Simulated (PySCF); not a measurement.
# A diatomic session: PF−

What are the lowest state that PBE0 finds, the bond length, vibrational wavenumber and bond energy of PF−, and how much do these hang on the method?

Method: P def2-TZVPPD, F def2-TZVPPD, no relativity; program: PySCF 2.14.0.

### Step 1. The job

A driver script around PySCF takes these settings:

```json
{
 "atoms": "P, F",
 "charge": "-1",
 "basis": "P def2-TZVPPD, F def2-TZVPPD",
 "Hamiltonian": "no relativity",
 "basis functions": "88",
 "electrons treated": "25",
 "masses in u": "30.9738, 18.9984",
 "levels": "PBE0, PBE, r²SCAN, LDA, M06-2X, TPSS, PBEsol, BP86, LC-ωPBE, HF, MP2, SCS-MP2, CCSD, CCSD(T)",
 "grid": "80 radial by 434 angular points",
 "occupations": "held fixed by the projection of orbital angular momentum",
 "dissociation limit": "P + F−, each in its ground configuration",
 "starting distance in angstrom": "1.780",
 "values of 2S to try": "1, 3"
}
```

The run is started by

```
$ OMP_NUM_THREADS=2 python dia.py task.json out
```

After this run come: The PBE0 curve of the state that the search chose; Excited determinants; PBE; r²SCAN; LDA (local density); M06-2X; TPSS (meta-GGA); PBEsol (GGA); BP86; LC-ωPBE (range-separated hybrid); UHF (mean field); Adding correlation.

What does the calculation give? Wanted: for each run, Re; ωe; De; μ.

As calculated:

Lowest PBE0 solution found, without spin–orbit coupling: ²Π (doublet), unpaired electrons π ↑. State 2 has its PBE0 minimum 1.06 eV higher. The other levels ran on the lowest alone.

| level | Re (Å) | ωe (cm⁻¹) | De (eV) | μ (D) |
| --- | --- | --- | --- | --- |
| UHF | 1.674 | 684 | 1.12 | 1.65 |
| UHF-MP2 | 1.713 | 634 | 1.43 | n/a |
| UHF-SCS-MP2 | 1.716 | 627 | 1.57 | n/a |
| UHF-CCSD | 1.705 | 644 | 1.58 | n/a |
| UHF-CCSD(T) | 1.714 | 628 | 1.62 | n/a |
| LDA | 1.697 | 648 | 2.55 | 1.80 |
| PBE | 1.733 | 599 | 1.97 | 1.64 |
| PBEsol | 1.715 | 626 | 2.21 | 1.78 |
| BP86 | 1.734 | 597 | 2.04 | 1.68 |
| TPSS | 1.727 | 611 | 2.02 | 1.69 |
| r²SCAN | 1.709 | 633 | 1.96 | 1.80 |
| PBE0 | 1.702 | 646 | 1.98 | 1.70 |
| M06-2X | 1.698 | 666 | 2.17 | 1.61 |
| LC-ωPBE | 1.703 | 656 | 1.85 | 1.63 |

De is counted to P + F− in their ground configurations. A positive dipole points from P to F; in an ion it is taken about the centre of mass and does not tell which atom is negative.

Differences from CCSD(T) in the same basis:

| level | Re (mÅ) | ωe (%) |
| --- | --- | --- |
| UHF | -40 | +8.9 |
| UHF-MP2 | -1 | +0.9 |
| UHF-SCS-MP2 | +1 | -0.2 |
| UHF-CCSD | -9 | +2.6 |
| LDA | -17 | +3.1 |
| PBE | +19 | -4.6 |
| PBEsol | +1 | -0.3 |
| BP86 | +20 | -4.9 |
| TPSS | +13 | -2.8 |
| r²SCAN | -5 | +0.8 |
| PBE0 | -12 | +2.8 |
| M06-2X | -16 | +6.0 |
| LC-ωPBE | -11 | +4.4 |

**Reading.** Against CCSD(T) in the same basis, the bond length is nearest at UHF-MP2 and UHF-SCS-MP2 and PBEsol (1 mÅ off) and farthest at UHF (-40 mÅ); the wavenumber is nearest at UHF-SCS-MP2 (-0.2 %) and farthest at UHF (+8.9 %). Hartree–Fock falls on the short and stiff side, its usual fault. PBE gives a bond that is too long and too soft, as GGAs tend to. Among the levels with a De in the table, it runs from 1.12 eV (UHF) to 2.55 eV (LDA).

Correlated steps freeze 6 core orbitals. With some functionals the highest level of the anion is positive, from self-interaction error or because the anion is truly unbound there; the finite basis then holds the extra electron, and no neutral molecule was run to test the binding.
